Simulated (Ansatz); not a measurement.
Worked example: vertical energy of the triplet above the singlet of C3H6O2 (SMILES COC(C)=O)

C3H6O2 has 11 atoms, charge 0, and is taken as a singlet. SMILES: `COC(C)=O`. The coordinates come from a PBE0-D4/def2-TZVP relaxation. This is one conformer, not always the lowest.

Both states at this one shape; open shells run unrestricted unless said. 1 Eh = 27.2114 eV.

```
    level  program  singlet C3H6O2 (Eh)  triplet C3H6O2 (Eh)
HF/STO-3G   Ansatz          -263.385999          -263.261907
 HF/3-21G   Ansatz          -265.345617          -265.184435
```

Question: Work out the vertical gap, second state less first, at each level.

Answer: 
1. HF/STO-3G: -263.261907 − (-263.385999) = 0.124092 Eh = 3.38 eV.
2. HF/3-21G: -265.184435 − (-265.345617) = 0.161182 Eh = 4.39 eV.

No measured value is set beside it here; the levels span 3.38 to 4.39 eV. Minimal sets are far from the basis-set limit.
